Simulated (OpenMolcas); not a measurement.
# One shape, several levels: SiH2O (SMILES O=[SiH2])

Wanted: a comparison of 6 runs (BHLYP/def2-TZVPP, BLYP/def2-TZVPP, M06-2X/def2-TZVPP, PBE/def2-TZVPP, SVWN5/def2-TZVPP, CCSD(T)/def2-TZVPP) of SiH2O. 

Program for the calculation: OpenMolcas 26.06.

### Step 1. The structure to begin with

SiH2O has 4 atoms, charge 0, and is taken as a singlet. As SMILES, `O=[SiH2]`. The coordinates come from a PBE0-D4/def2-TZVP relaxation.

Bond lengths: O1–Si2 1.516 Å, Si2–H3 1.485 Å, Si2–H4 1.486 Å. Angles: O1–Si2–H3 124.0°, O1–Si2–H4 124.0°, H3–Si2–H4 111.9°.

### Step 2. Energy and forces at BHLYP/def2-TZVPP (run 1)

Input file coord.xyz:

```xyz
4

O     -0.283200     0.413500     1.469500
Si    -0.006700     0.009800     0.034900
H      0.439900    -1.346000    -0.376200
H     -0.150000     0.922700    -1.128300
```

Input file job.inp:

```
>>> EXPORT MOLCAS_PRINT=2
&GATEWAY
BasLib = $CurrDir
Coord = coord.xyz
Basis = def2-TZVPP
Group = NoSym
&SEWARD
GridInput
Grid=UltraFine
End of Grid
&SCF
KSDFT = HYB_GGA_XC_BHANDHLYP
Thresholds = 1e-10 1e-07 1e-07 1e-05
PrOrbitals = 1 1
&ALASKA
```

The basis set def2-TZVPP is read from a file made from the Basis Set Exchange's data (not shown).

Launch:

```console
$ export MOLCAS_MEM=1860
$ pymolcas job.inp > job.log
```

What it wrote:

```text
--- Start Module: gateway ---
[...]
--- Stop Module: gateway /rc=_RC_ALL_IS_WELL_ ---
[...]
      Basis functions          101
[...]
--- Start Module: scf ---
[...]
       Convergence after  13 Iterations
[...]
::    Total KS-DFT energy                            -365.9070618541
[...]
      Total spin, S                                     0.0000000000
[...]
      Total electronic charge=   24.000000
      Total            charge=   -0.000000
[...]
      Dipole Moment (debye):
      Origin of the operator (angstrom)=   -0.0962    0.1405    0.4994
                   X=  7.2875E-01               Y= -1.0640E+00               Z= -3.7805E+00           Total=  3.9944E+00
      Quadrupole Moment (debye*angstrom):
[...]
--- Stop Module: scf /rc=_RC_ALL_IS_WELL_ ---
[...]
--- Start Module: alaska ---
[...]
 *              Molecular gradients               *
 **************************************************
  Irreducible representation: a
 ------------------------------------------------------------------------------------------
                              X                       Y                       Z
 ------------------------------------------------------------------------------------------
  O1               -3.40602205441831E-03    4.97160875451730E-03    1.76607070887549E-02
  SI2               2.17569760561664E-03   -3.18754160298873E-03   -1.12137810110813E-02
  H3                1.85828888611705E-03   -5.67681027442024E-03   -1.62814853144266E-03
  H4               -6.27964437321937E-04    3.89274312288701E-03   -4.81877754622628E-03
 ------------------------------------------------------------------------------------------
--- Stop Module: alaska /rc=_RC_ALL_IS_WELL_ ---
[...]
```

Run time: 30 s. Hardware: 1 thread of Intel Xeon Platinum 8259CL at 2.50GHz (Skylake/Cascade Lake), shared host; peak memory 0.57 GiB.

### Step 3. Energy and gradient at BLYP/def2-TZVPP (run 2)

Input file calc.input:

```
&GATEWAY
BasLib
$CurrDir
Coord
4
angstrom
O       -0.283200       0.413500       1.469500
Si      -0.006700       0.009800       0.034900
H        0.439900      -1.346000      -0.376200
H       -0.150000       0.922700      -1.128300
Basis
def2-TZVPP
Group
NoSym
&SEWARD
GridInput
Grid=UltraFine
End of Grid
&SCF
KSDFT
BLYP
Thresholds
1e-10 1e-07 1e-07 1e-05
PrOrbitals
1 2
&ALASKA
```

The basis set def2-TZVPP is read from a file made from the Basis Set Exchange's data (not shown).

Launch:

```console
$ export MOLCAS_MEM=1860
$ pymolcas calc.input > calc.log
```

What it wrote:

```text
--- Start Module: gateway ---
[...]
--- Stop Module: gateway /rc=_RC_ALL_IS_WELL_ ---
[...]
      Basis functions          101
[...]
--- Start Module: scf ---
[...]
       Convergence after  15 Iterations
[...]
::    Total KS-DFT energy                            -365.9426987842
[...]
      Total spin, S                                     0.0000000000
[...]
      Total electronic charge=   24.000000
      Total            charge=   -0.000000
[...]
      Dipole Moment (debye):
      Origin of the operator (angstrom)=   -0.0962    0.1405    0.4994
                   X=  6.2204E-01               Y= -9.0822E-01               Z= -3.2269E+00           Total=  3.4095E+00
      Quadrupole Moment (debye*angstrom):
[...]
--- Stop Module: scf /rc=_RC_ALL_IS_WELL_ ---
[...]
--- Start Module: alaska ---
[...]
 *              Molecular gradients               *
 **************************************************
  Irreducible representation: a
 ------------------------------------------------------------------------------------------
                              X                       Y                       Z
 ------------------------------------------------------------------------------------------
  O1                4.04549291717826E-03   -5.90755097507234E-03   -2.09995724980558E-02
  SI2              -3.60665988501552E-03    5.25377995855125E-03    1.87796764560026E-02
  H3               -5.57009332858738E-04    1.62145713319362E-03    6.89770988384297E-04
  H4                1.18176300714423E-04   -9.67686116668975E-04    1.53012505368011E-03
 ------------------------------------------------------------------------------------------
--- Stop Module: alaska /rc=_RC_ALL_IS_WELL_ ---
[...]
```

Run time: 33 s. Hardware: 1 thread of Intel Xeon Platinum 8259CL at 2.50GHz (Skylake/Cascade Lake), shared host; peak memory 0.57 GiB.

### Step 4. Energy and forces at M06-2X/def2-TZVPP (run 3)

Input file struct.xyz:

```xyz
4

O     -0.283200     0.413500     1.469500
Si    -0.006700     0.009800     0.034900
H      0.439900    -1.346000    -0.376200
H     -0.150000     0.922700    -1.128300
```

Input file run.inp:

```
* H2OSi Kohn-Sham DFT
&gateway
baslib=$CurrDir
coord=struct.xyz
basis=def2-TZVPP
group=NoSym
&seward
gridinput
Grid=UltraFine
End of Grid
&scf
ksdft=M062X
thresholds=1e-10 1e-07 1e-07 1e-05
prorbitals=1 1
&alaska
```

The basis set def2-TZVPP is read from a file made from the Basis Set Exchange's data (not shown).

Launch:

```console
$ export MOLCAS_MEM=1860
$ pymolcas run.inp > run.log
```

What it wrote:

```text
--- Start Module: gateway ---
[...]
--- Stop Module: gateway /rc=_RC_ALL_IS_WELL_ ---
[...]
      Basis functions          101
[...]
--- Start Module: scf ---
[...]
       Convergence after  15 Iterations
[...]
::    Total KS-DFT energy                            -365.8919819276
[...]
      Total spin, S                                     0.0000000000
[...]
      Total electronic charge=   24.000000
      Total            charge=   -0.000000
[...]
      Dipole Moment (debye):
      Origin of the operator (angstrom)=   -0.0962    0.1405    0.4994
                   X=  7.1969E-01               Y= -1.0508E+00               Z= -3.7335E+00           Total=  3.9448E+00
      Quadrupole Moment (debye*angstrom):
[...]
--- Stop Module: scf /rc=_RC_ALL_IS_WELL_ ---
[...]
--- Start Module: alaska ---
[...]
 *              Molecular gradients               *
 **************************************************
  Irreducible representation: a
 ------------------------------------------------------------------------------------------
                              X                       Y                       Z
 ------------------------------------------------------------------------------------------
  O1               -1.22074885173529E-03    1.78101061200220E-03    6.32306252302328E-03
  SI2               3.74849616577411E-04   -5.58614389618572E-04   -1.87147789018383E-03
  H3                1.32677101993306E-03   -4.09113355077872E-03   -1.06282190216600E-03
  H4               -4.80871784777626E-04    2.86873732841397E-03   -3.38876273067479E-03
 ------------------------------------------------------------------------------------------
--- Stop Module: alaska /rc=_RC_ALL_IS_WELL_ ---
[...]
```

Run time: 40 s. Hardware: 1 thread of Intel Xeon Platinum 8259CL at 2.50GHz (Skylake/Cascade Lake), shared host; peak memory 0.57 GiB.

Runs 4 to 5 aren't shown in full; the table further down has their settings and results.

### Step 5. The energy at CCSD(T)/def2-TZVPP (Cholesky decomposition) (run 6)

Input file test.inp:

```
&GATEWAY
 BASLIB=$CurrDir
 COORD
 4
 angstrom
 O       -0.283200       0.413500       1.469500
 Si      -0.006700       0.009800       0.034900
 H        0.439900      -1.346000      -0.376200
 H       -0.150000       0.922700      -1.128300
 BASIS=def2-TZVPP
 GROUP=NoSym

&SEWARD
 HIGH

&SCF
 THRESHOLDS=1e-10 1e-07 1e-07 1e-05
 PRORBITALS=1 2

&CHCC
 FROZEN=6
 THRESHOLD=1e-08
 MAXITERATIONS=80

&CHT3
 FROZEN=6
```

The basis set def2-TZVPP is read from a file made from the Basis Set Exchange's data (not shown).

Launch:

```console
$ export MOLCAS_MEM=1860
$ pymolcas test.inp > test.log
```

What it wrote:

```text
--- Start Module: gateway ---
[...]
--- Stop Module: gateway /rc=_RC_ALL_IS_WELL_ ---
[...]
      Basis functions          101
[...]
       Convergence after  13 Iterations
[...]
::    Total SCF energy                               -364.9858616417
[...]
      Total spin, S                                     0.0000000000
[...]
      Total electronic charge=   24.000000
      Total            charge=   -0.000000
[...]
      Dipole Moment (debye):
      Origin of the operator (angstrom)=   -0.0962    0.1405    0.4994
                   X=  7.9932E-01               Y= -1.1670E+00               Z= -4.1466E+00           Total=  4.3812E+00
      Quadrupole Moment (debye*angstrom):
[...]
--- Start Module: chcc ---
[...]
--- Stop Module: chcc /rc=_RC_ALL_IS_WELL_ ---
[...]
--- Start Module: cht3 ---
[...]
--- Stop Module: cht3 /rc=_RC_ALL_IS_WELL_ ---
[...]
```

Wall time 4.2 min (1 thread of Intel Xeon Platinum 8259CL at 2.50GHz (Skylake/Cascade Lake), shared host); peak memory 0.17 GiB.

### Step 6. The series

```csv
run,level,integral approximation,task,energy (Eh),dipole moment (D) of the reference,HOMO energy (eV),LUMO energy (eV),wall time
1,BHLYP/def2-TZVPP,none,gradient,-365.907062,3.99,-9.73,-1.30,30 s
2,BLYP/def2-TZVPP,none,gradient,-365.942699,3.41,-6.67,-2.98,33 s
3,M06-2X/def2-TZVPP,none,gradient,-365.891982,3.94,-9.80,-1.29,40 s
4,PBE/def2-TZVPP,none,gradient,-365.717487,3.38,-6.78,-3.10,33 s
5,SVWN5/def2-TZVPP,none,gradient,-364.241448,3.48,-6.93,-3.33,26 s
6,CCSD(T)/def2-TZVPP (Cholesky decomposition),CD high,energy,-365.372737,4.38,-12.06,0.97,4.2 min
```

### Step 7. Outcome

| quantity | value |
| --- | --- |
| run 6: total energy | -365.37274 Eh |
| run 6: dipole moment (mean-field density) | 4.38 D |
| run 6: HOMO energy (Hartree–Fock orbitals) | -12.06 eV |
| run 6: LUMO energy (Hartree–Fock orbitals) | 0.97 eV |
| run 6: HOMO–LUMO gap (Hartree–Fock orbitals) | 13.02 eV |
| run 6: correlation energy (6 core orbitals frozen) | -386.9 mEh |
| run 6: (T) correction | -15.66 mEh |

In words: Over runs 1, 2, 3, 4, 5 the dipole moment (its size) runs from 3.38 D (PBE/def2-TZVPP) to 3.99 D (BHLYP/def2-TZVPP). Over runs 1, 2, 3, 4, 5 the HOMO–LUMO gap runs from 3.59 eV (SVWN5/def2-TZVPP) to 8.51 eV (M06-2X/def2-TZVPP). Totals of different functionals can't be ranked against each other. All runs together took 6.9 min, the longest 4.2 min.
